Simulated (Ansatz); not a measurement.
CH₄AlN (SMILES C=[N][AlH2]), singlet: a trajectory.

The input file, in.yaml:

```yaml
crystal:
  periodic: [false, false, false]
  atoms:
    - {symbol: C, position_ang: [-1.340710, -0.198940, -0.715190]}
    - {symbol: N, position_ang: [-0.247460, -0.035950, -0.131770]}
    - {symbol: Al, position_ang: [1.300240, 0.195560, 0.694260]}
    - {symbol: H, position_ang: [-1.661850, -1.173310, -1.094300]}
    - {symbol: H, position_ang: [-2.045260, 0.621170, -0.884060]}
    - {symbol: H, position_ang: [1.727570, 1.577720, 1.228620]}
    - {symbol: H, position_ang: [2.267480, -0.986240, 0.902430]}
basis:
  gaussian: {orbitals: def2-SVP}
hamiltonian: {xc: pbe0, dispersion: d4}
md: {n_steps: 60, timestep: 1.0, temperature: 300, ensemble: nve, seed: 836, initial_velocities: maxwell_boltzmann}
```

Run by:

```bash
ansatz run in.yaml --threads 2 --pin off --events-out ev --progress --plain --max-ram 3481MiB
```

Output of Ansatz 0.2.0:

```
Functional definition: PBE0
  name "PBE0"
  cite "Adamo & Barone, J. Chem. Phys. 110, 6158 (1999) doi:10.1063/1.478522"
  cite "Perdew, Burke & Ernzerhof, Phys. Rev. Lett. 77, 3865 (1996) doi:10.1103/PhysRevLett.77.3865"
  parent pbe
  parameter a = 0.25
  parameter kappa = 0.804
  parameter beta = 0.06672455060314922
  exchange = (1 - a)*pbe_x(kappa = kappa, mu = beta*pi^2/3) + a*exact_x
  correlation = pbe_c(beta = beta)
713 factors; integrals over basis functions are off by at most 3.2e-4 eV
mean field evaluation 1: about -9173.0599 eV, gradient 4.5e1 eV
mean field evaluation 2: about -9166.2238 eV, gradient 6.9e1 eV
mean field evaluation 4: about -9177.6224 eV, gradient 4.4e0 eV
mean field evaluation 8: about -9177.6707 eV, gradient 3.6e-2 eV
mean field -9177.67071768 eV, -337.2731780261 hartree, gradient 1.1e-5 eV, S^2 0.000000; 0 other end points of the search recorded, 0 dependent functions left out
the calculation of the forces begins
reference -9177.67074559 eV, -337.2731790518 hartree; 15, 15 occupied and 51, 51 virtual orbitals, 713 factors
md step     0: t =     0.00 fs  T =   300.0 K  F+E_penalty+E_count = -9177.75285360 eV  E_kin = 0.193890 eV  conserved = -9177.55896360 eV  (24 SCF iters)
md step     1: t =     1.00 fs  T =   316.5 K  F+E_penalty+E_count = -9177.76378779 eV  E_kin = 0.204548 eV  conserved = -9177.55923947 eV  (24 SCF iters, 3 dispersion substeps)
md step     2: t =     2.00 fs  T =   291.6 K  F+E_penalty+E_count = -9177.74688220 eV  E_kin = 0.188477 eV  conserved = -9177.55840531 eV  (25 SCF iters, 3 dispersion substeps)
md step     3: t =     3.00 fs  T =   241.2 K  F+E_penalty+E_count = -9177.71306463 eV  E_kin = 0.155885 eV  conserved = -9177.55717916 eV  (25 SCF iters, 3 dispersion substeps)
md step     4: t =     4.00 fs  T =   191.9 K  F+E_penalty+E_count = -9177.68027390 eV  E_kin = 0.124038 eV  conserved = -9177.55623593 eV  (25 SCF iters, 3 dispersion substeps)
md step     5: t =     5.00 fs  T =   165.5 K  F+E_penalty+E_count = -9177.66284661 eV  E_kin = 0.106938 eV  conserved = -9177.55590853 eV  (25 SCF iters, 3 dispersion substeps)
md step     6: t =     6.00 fs  T =   169.4 K  F+E_penalty+E_count = -9177.66568078 eV  E_kin = 0.109461 eV  conserved = -9177.55621980 eV  (25 SCF iters, 3 dispersion substeps)
md step     7: t =     7.00 fs  T =   196.2 K  F+E_penalty+E_count = -9177.68367761 eV  E_kin = 0.126784 eV  conserved = -9177.55689311 eV  (25 SCF iters, 3 dispersion substeps)
md step     8: t =     8.00 fs  T =   230.5 K  F+E_penalty+E_count = -9177.70638815 eV  E_kin = 0.148996 eV  conserved = -9177.55739256 eV  (25 SCF iters, 3 dispersion substeps)
md step     9: t =     9.00 fs  T =   261.2 K  F+E_penalty+E_count = -9177.72625780 eV  E_kin = 0.168817 eV  conserved = -9177.55744032 eV  (25 SCF iters, 3 dispersion substeps)
md step    10: t =    10.00 fs  T =   286.0 K  F+E_penalty+E_count = -9177.74239386 eV  E_kin = 0.184830 eV  conserved = -9177.55756413 eV  (25 SCF iters, 3 dispersion substeps)
md step    11: t =    11.00 fs  T =   301.7 K  F+E_penalty+E_count = -9177.75324821 eV  E_kin = 0.195020 eV  conserved = -9177.55822774 eV  (25 SCF iters, 3 dispersion substeps)
md step    12: t =    12.00 fs  T =   297.3 K  F+E_penalty+E_count = -9177.75078928 eV  E_kin = 0.192171 eV  conserved = -9177.55861840 eV  (25 SCF iters, 3 dispersion substeps)
md step    13: t =    13.00 fs  T =   269.2 K  F+E_penalty+E_count = -9177.73165531 eV  E_kin = 0.173957 eV  conserved = -9177.55769826 eV  (25 SCF iters, 3 dispersion substeps)
md step    14: t =    14.00 fs  T =   239.4 K  F+E_penalty+E_count = -9177.71080882 eV  E_kin = 0.154743 eV  conserved = -9177.55606539 eV  (24 SCF iters, 3 dispersion substeps)
md step    15: t =    15.00 fs  T =   242.9 K  F+E_penalty+E_count = -9177.71253935 eV  E_kin = 0.157003 eV  conserved = -9177.55553620 eV  (25 SCF iters, 3 dispersion substeps)
md step    16: t =    16.00 fs  T =   291.3 K  F+E_penalty+E_count = -9177.74502202 eV  E_kin = 0.188296 eV  conserved = -9177.55672643 eV  (25 SCF iters, 3 dispersion substeps)
md step    17: t =    17.00 fs  T =   360.3 K  F+E_penalty+E_count = -9177.79121253 eV  E_kin = 0.232858 eV  conserved = -9177.55835442 eV  (25 SCF iters, 3 dispersion substeps)
md step    18: t =    18.00 fs  T =   413.3 K  F+E_penalty+E_count = -9177.82620868 eV  E_kin = 0.267139 eV  conserved = -9177.55907009 eV  (24 SCF iters, 3 dispersion substeps)
md step    19: t =    19.00 fs  T =   431.4 K  F+E_penalty+E_count = -9177.83741871 eV  E_kin = 0.278836 eV  conserved = -9177.55858297 eV  (24 SCF iters, 3 dispersion substeps)
md step    20: t =    20.00 fs  T =   422.6 K  F+E_penalty+E_count = -9177.83044148 eV  E_kin = 0.273100 eV  conserved = -9177.55734131 eV  (23 SCF iters, 3 dispersion substeps)
md step    21: t =    21.00 fs  T =   412.6 K  F+E_penalty+E_count = -9177.82284178 eV  E_kin = 0.266633 eV  conserved = -9177.55620926 eV  (24 SCF iters, 3 dispersion substeps)
md step    22: t =    22.00 fs  T =   425.5 K  F+E_penalty+E_count = -9177.83098116 eV  E_kin = 0.275008 eV  conserved = -9177.55597331 eV  (24 SCF iters, 3 dispersion substeps)
md step    23: t =    23.00 fs  T =   467.1 K  F+E_penalty+E_count = -9177.85846236 eV  E_kin = 0.301916 eV  conserved = -9177.55654627 eV  (24 SCF iters, 3 dispersion substeps)
md step    24: t =    24.00 fs  T =   526.1 K  F+E_penalty+E_count = -9177.89719214 eV  E_kin = 0.339997 eV  conserved = -9177.55719503 eV  (24 SCF iters, 3 dispersion substeps)
md step    25: t =    25.00 fs  T =   589.0 K  F+E_penalty+E_count = -9177.93804972 eV  E_kin = 0.380642 eV  conserved = -9177.55740819 eV  (24 SCF iters, 3 dispersion substeps)
md step    26: t =    26.00 fs  T =   651.7 K  F+E_penalty+E_count = -9177.97854740 eV  E_kin = 0.421214 eV  conserved = -9177.55733369 eV  (24 SCF iters, 3 dispersion substeps)
md step    27: t =    27.00 fs  T =   716.6 K  F+E_penalty+E_count = -9178.02065510 eV  E_kin = 0.463134 eV  conserved = -9177.55752160 eV  (24 SCF iters, 3 dispersion substeps)
md step    28: t =    28.00 fs  T =   780.5 K  F+E_penalty+E_count = -9178.06267478 eV  E_kin = 0.504467 eV  conserved = -9177.55820732 eV  (24 SCF iters, 3 dispersion substeps)
md step    29: t =    29.00 fs  T =   830.7 K  F+E_penalty+E_count = -9178.09574117 eV  E_kin = 0.536895 eV  conserved = -9177.55884638 eV  (24 SCF iters, 3 dispersion substeps)
md step    30: t =    30.00 fs  T =   855.8 K  F+E_penalty+E_count = -9178.11161121 eV  E_kin = 0.553111 eV  conserved = -9177.55850052 eV  (24 SCF iters, 3 dispersion substeps)
md step    31: t =    31.00 fs  T =   864.2 K  F+E_penalty+E_count = -9178.11561668 eV  E_kin = 0.558526 eV  conserved = -9177.55709104 eV  (25 SCF iters, 3 dispersion substeps)
md step    32: t =    32.00 fs  T =   883.3 K  F+E_penalty+E_count = -9178.12701219 eV  E_kin = 0.570902 eV  conserved = -9177.55610970 eV  (24 SCF iters, 3 dispersion substeps)
md step    33: t =    33.00 fs  T =   930.4 K  F+E_penalty+E_count = -9178.15828219 eV  E_kin = 0.601319 eV  conserved = -9177.55696305 eV  (24 SCF iters, 3 dispersion substeps)
md step    34: t =    34.00 fs  T =   986.4 K  F+E_penalty+E_count = -9178.19641684 eV  E_kin = 0.637501 eV  conserved = -9177.55891621 eV  (24 SCF iters, 3 dispersion substeps)
md step    35: t =    35.00 fs  T =  1010.3 K  F+E_penalty+E_count = -9178.21306654 eV  E_kin = 0.652977 eV  conserved = -9177.56008995 eV  (24 SCF iters, 3 dispersion substeps)
md step    36: t =    36.00 fs  T =   977.0 K  F+E_penalty+E_count = -9178.19108146 eV  E_kin = 0.631443 eV  conserved = -9177.55963809 eV  (24 SCF iters, 3 dispersion substeps)
md step    37: t =    37.00 fs  T =   896.3 K  F+E_penalty+E_count = -9178.13745029 eV  E_kin = 0.579258 eV  conserved = -9177.55819179 eV  (24 SCF iters, 3 dispersion substeps)
md step    38: t =    38.00 fs  T =   801.1 K  F+E_penalty+E_count = -9178.07464323 eV  E_kin = 0.517753 eV  conserved = -9177.55689026 eV  (23 SCF iters, 3 dispersion substeps)
md step    39: t =    39.00 fs  T =   722.7 K  F+E_penalty+E_count = -9178.02347541 eV  E_kin = 0.467085 eV  conserved = -9177.55639060 eV  (24 SCF iters, 3 dispersion substeps)
md step    40: t =    40.00 fs  T =   674.0 K  F+E_penalty+E_count = -9177.99227077 eV  E_kin = 0.435610 eV  conserved = -9177.55666078 eV  (24 SCF iters, 3 dispersion substeps)
md step    41: t =    41.00 fs  T =   649.0 K  F+E_penalty+E_count = -9177.97670085 eV  E_kin = 0.419480 eV  conserved = -9177.55722099 eV  (24 SCF iters, 3 dispersion substeps)
md step    42: t =    42.00 fs  T =   633.9 K  F+E_penalty+E_count = -9177.96721020 eV  E_kin = 0.409719 eV  conserved = -9177.55749099 eV  (25 SCF iters, 3 dispersion substeps)
md step    43: t =    43.00 fs  T =   620.0 K  F+E_penalty+E_count = -9177.95804564 eV  E_kin = 0.400701 eV  conserved = -9177.55734461 eV  (24 SCF iters, 3 dispersion substeps)
md step    44: t =    44.00 fs  T =   606.6 K  F+E_penalty+E_count = -9177.94942002 eV  E_kin = 0.392067 eV  conserved = -9177.55735336 eV  (24 SCF iters, 3 dispersion substeps)
md step    45: t =    45.00 fs  T =   590.8 K  F+E_penalty+E_count = -9177.93988425 eV  E_kin = 0.381865 eV  conserved = -9177.55801887 eV  (24 SCF iters, 3 dispersion substeps)
md step    46: t =    46.00 fs  T =   558.6 K  F+E_penalty+E_count = -9177.91987234 eV  E_kin = 0.361027 eV  conserved = -9177.55884550 eV  (24 SCF iters, 3 dispersion substeps)
md step    47: t =    47.00 fs  T =   496.1 K  F+E_penalty+E_count = -9177.87920876 eV  E_kin = 0.320620 eV  conserved = -9177.55858916 eV  (24 SCF iters, 3 dispersion substeps)
md step    48: t =    48.00 fs  T =   413.5 K  F+E_penalty+E_count = -9177.82416608 eV  E_kin = 0.267275 eV  conserved = -9177.55689084 eV  (24 SCF iters, 3 dispersion substeps)
md step    49: t =    49.00 fs  T =   349.3 K  F+E_penalty+E_count = -9177.78104569 eV  E_kin = 0.225732 eV  conserved = -9177.55531345 eV  (24 SCF iters, 3 dispersion substeps)
md step    50: t =    50.00 fs  T =   337.0 K  F+E_penalty+E_count = -9177.77340352 eV  E_kin = 0.217783 eV  conserved = -9177.55562003 eV  (24 SCF iters, 3 dispersion substeps)
md step    51: t =    51.00 fs  T =   370.8 K  F+E_penalty+E_count = -9177.79715164 eV  E_kin = 0.239679 eV  conserved = -9177.55747307 eV  (24 SCF iters, 3 dispersion substeps)
md step    52: t =    52.00 fs  T =   411.1 K  F+E_penalty+E_count = -9177.82477260 eV  E_kin = 0.265709 eV  conserved = -9177.55906355 eV  (24 SCF iters, 3 dispersion substeps)
md step    53: t =    53.00 fs  T =   420.7 K  F+E_penalty+E_count = -9177.83112947 eV  E_kin = 0.271871 eV  conserved = -9177.55925845 eV  (23 SCF iters, 3 dispersion substeps)
md step    54: t =    54.00 fs  T =   391.4 K  F+E_penalty+E_count = -9177.81127302 eV  E_kin = 0.252993 eV  conserved = -9177.55827998 eV  (25 SCF iters, 3 dispersion substeps)
md step    55: t =    55.00 fs  T =   342.6 K  F+E_penalty+E_count = -9177.77848514 eV  E_kin = 0.221392 eV  conserved = -9177.55709322 eV  (25 SCF iters, 3 dispersion substeps)
md step    56: t =    56.00 fs  T =   299.3 K  F+E_penalty+E_count = -9177.75006065 eV  E_kin = 0.193467 eV  conserved = -9177.55659388 eV  (25 SCF iters, 3 dispersion substeps)
md step    57: t =    57.00 fs  T =   273.2 K  F+E_penalty+E_count = -9177.73346611 eV  E_kin = 0.176542 eV  conserved = -9177.55692368 eV  (25 SCF iters, 3 dispersion substeps)
md step    58: t =    58.00 fs  T =   257.7 K  F+E_penalty+E_count = -9177.72388501 eV  E_kin = 0.166538 eV  conserved = -9177.55734730 eV  (25 SCF iters, 3 dispersion substeps)
md step    59: t =    59.00 fs  T =   244.0 K  F+E_penalty+E_count = -9177.71482074 eV  E_kin = 0.157675 eV  conserved = -9177.55714609 eV  (25 SCF iters, 3 dispersion substeps)
md step    60: t =    60.00 fs  T =   235.3 K  F+E_penalty+E_count = -9177.70860841 eV  E_kin = 0.152043 eV  conserved = -9177.55656575 eV  (23 SCF iters, 3 dispersion substeps)
Total energy: -9177.70863631 eV, -337.2745715101 hartree
Atom 0 at    -1.306851    -0.211732    -0.770834 Å, force    -0.192289    -0.214994    -0.454760 eV/Å
Atom 1 at    -0.331591    -0.045610    -0.012295 Å, force     0.716889     0.285039     0.384955 eV/Å
Atom 2 at     1.314237     0.208436     0.668832 Å, force     0.761823    -0.331621     0.045505 eV/Å
Atom 3 at    -2.360472    -0.115597    -0.381805 Å, force     0.289218    -0.210480    -0.351267 eV/Å
Atom 4 at    -1.201080    -0.482174    -1.874805 Å, force    -0.248337     0.327832     0.666768 eV/Å
Atom 5 at     1.475240     0.940023     2.135341 Å, force    -0.167446    -0.202967    -0.733658 eV/Å
Atom 6 at     2.765201    -0.360918    -0.042585 Å, force    -1.159858     0.347191     0.442458 eV/Å
Dipole moment:    -0.251196    -0.010863    -0.217596 e Å

[the SCF lines of later steps are left out]
```

The run took about 3.1 min on 2 CPU threads of an Intel Xeon (shared host).
